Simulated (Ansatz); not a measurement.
CaB6-type LaB₆, treated with PBE-D4 in Ansatz (plane waves, PAW).

Run with plane-wave cutoff 520 eV, 14×14×14 k mesh, Fermi–Dirac smearing 0.05 eV, scalar-relativistic PAW data made under PBE.

Equation-of-state points:

| V (Å³/atom) | E − E_lowest (meV/atom) | P (GPa) |
|---|---|---|
| 9.594 | 9.63 | 7.97 |
| 9.793 | 2.33 | 3.80 |
| 9.993 | 0.00 | 0.00 |
| 10.193 | 2.19 | -3.46 |
| 10.393 | 8.49 | -6.60 |

Problem. Estimate the bulk modulus from the pressures at 9.793 and 10.193 Å³/atom, and compare it with a fit to all energies.

Solution. B = −V dP/dV. Between V = 9.793 and 10.193 Å³/atom, dP/dV = (-3.46 − (3.80))/(10.193 − 9.793) = -18.1 GPa per Å³/atom; at the midpoint 9.993 Å³/atom this gives B ≈ 181 GPa. The third-order Birch–Murnaghan fit gives V0 = 9.993 Å³/atom, B0 = 181 GPa, B′ = 3.7, which lies within 1 % of that estimate.

Shape and atoms are relaxed at each volume.

Measured, for comparison: bulk modulus 164 ± 2 GPa (room temperature, not corrected to a static lattice, isothermal; as tabulated in LaB6 under pressure, Phys. Rev. B 80, 172104 (doi 10.1103/PhysRevB.80.172104)); equilibrium volume per atom 10.26 Å³/atom (296 K, not corrected to a static lattice; as tabulated in Tsubota and Kitagawa (2017), doi:10.1038/s41598-017-15766-y). Computed (rounded) less measured: bulk modulus +10 %, equilibrium volume per atom -2.6 %.

Note: the bulk modulus comes from volumes at which shape and atoms were relaxed.

Spin–orbit coupling is not included.

Computed values are for the static lattice.

It cost very roughly 5 core-minutes of CPU time.

Ansatz is an electronic-structure program.
